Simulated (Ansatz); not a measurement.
System: rhombohedral A7 Bi. Method: PBE (Ansatz, a quantum-chemistry and plane-wave program, PAW).

Run with plane-wave cutoff 520 eV, 14×14×14 k mesh, Fermi–Dirac smearing 0.05 eV, scalar-relativistic PAW data made under PBE.

Starting structure:

```
Bi
1.0
    2.27500     1.31347     3.95333
   -2.27500     1.31347     3.95333
    0.00000    -2.62694     3.95333
Bi
2
Cartesian
  0.00000   0.00000   9.08476
  0.00000   0.00000   2.77524
```

Task: Into what structure does the relaxation of cell and atoms lead at this level, with the symmetry of the start kept?

Result: The volume goes up by 4.2 %; final space group R-3m.
```
Bi
1.0
    2.29016     1.32223     4.06418
   -2.29016     1.32223     4.06418
    0.00000    -2.64445     4.06418
Bi
2
Direct
  0.76645   0.76645   0.76645
  0.23355   0.23355   0.23355
```

Note: the cell comes from a level without a dispersion term, which matters for the spacing of layers, chains or molecules.
